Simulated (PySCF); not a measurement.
# From one method to the next for B2⁺

What do other methods print for B2⁺?

Program: PySCF 2.14.0. Level of theory: method and basis as typed in the scripts. These are calculated values, not measurements.

1 further run of the same task is left out (it didn't finish).

### Step 1. Where the work starts

B2⁺: 2 atoms, charge 1, spin multiplicity 2.

Bond lengths: B1–B2 1.817 Å.

### Step 2. The run that the others are compared with

Input file input.py:

```python
from pyscf import gto, scf
from pyscf.prop.polarizability import uhf as pol

mol = gto.M(
    atom='B 0 0 0; B 0 0 1.817',
    basis='ano-rcc-vdzp',
    charge=1,
    spin=1,
    symmetry=True,
    verbose=4,
)
mf = scf.UHF(mol)
mf = mf.sfx2c1e()
mf.kernel()
print('polarizability (a.u.)')
print(pol.Polarizability(mf).polarizability().round(4))
mf.dip_moment()
print('orbital energies (hartree):', [e[max(0, n-3):n+3].round(4) for e, n in zip(mf.mo_energy, mol.nelec)])
```

Run with:

```console
$ OMP_NUM_THREADS=1 python input.py
```

The log of this run is left out.

It gives: E(SCF) = -48.792921 Eh, 10 cycles, ⟨S²⟩ = 0.753.

The bond length is a typed value, not an optimised one. The dipole of an ion depends on the origin.

### Step 3. Slater, (UKS)

Run 1 changes functional: none (Hartree–Fock) → slater,; SCF type: UHF → UKS; step after the SCF: polarizability → analyze.

Input file input.py:

```python
from pyscf import gto, dft

mol = gto.M(
    atom='B 0 0 0; B 0 0 1.817',
    basis='ano-rcc-vdzp',
    charge=1,
    spin=1,
    symmetry=True,
    verbose=4,
)
mf = dft.UKS(mol, xc='slater,')
mf = mf.sfx2c1e()
mf.kernel()
mf.analyze()
print('orbital energies (hartree):', [e[max(0, n-3):n+3].round(4) for e, n in zip(mf.mo_energy, mol.nelec)])
```

Run with:

```console
$ OMP_NUM_THREADS=1 python input.py
```

### Step 4. Wb97x-v (UKS)

Run 2 changes functional: none (Hartree–Fock) → wb97x-v; SCF type: UHF → UKS; step after the SCF: polarizability → analyze.

Input file input.py:

```python
from pyscf import gto, dft

mol = gto.M(
    atom='B 0 0 0; B 0 0 1.817',
    basis='ano-rcc-vdzp',
    charge=1,
    spin=1,
    symmetry=True,
    verbose=4,
)
mf = dft.UKS(mol, xc='wb97x-v')
mf = mf.sfx2c1e()
mf.kernel()
mf.analyze()
print('orbital energies (hartree):', [e[max(0, n-3):n+3].round(4) for e, n in zip(mf.mo_energy, mol.nelec)])
```

### Step 5. CISD

Run 3 changes step after the SCF: polarizability → cisd; frozen orbitals: none → 2.

Input file input.py:

```python
from pyscf import gto, scf, ci

mol = gto.M(
    atom='B 0 0 0; B 0 0 1.817',
    basis='ano-rcc-vdzp',
    charge=1,
    spin=1,
    symmetry=True,
    verbose=4,
)
mf = scf.UHF(mol)
mf = mf.sfx2c1e()
mf.kernel()
ci.CISD(mf, frozen=2).kernel()
mf.dip_moment()
print('orbital energies (hartree):', [e[max(0, n-3):n+3].round(4) for e, n in zip(mf.mo_energy, mol.nelec)])
```

**Question.** What will these runs give? Wanted: for each run, E(SCF); from base; gap, α spin; after the SCF.

**Answer**, as computed:

```csv
run,E(SCF) (hartree),from base (eV),cycles,"gap, α spin (eV)",after the SCF
base,-48.792921,0,10,0.00,n/a
"slater, (UKS) (poor choice)",-47.948167,not comparable,7,0.00,n/a
wb97x-v (UKS),-49.061601,not comparable,8,0.00,n/a
CISD,-48.792921,0.0000,10,0.00,"CISD correlation -4.029 eV, core frozen"
```

Total energies of different functionals can't be compared with each other; differences within one functional can. The dearest run is “wb97x-v (UKS)”, at 28 s against 1.2 s. Rows marked «poor choice» come from settings spoiled on purpose.
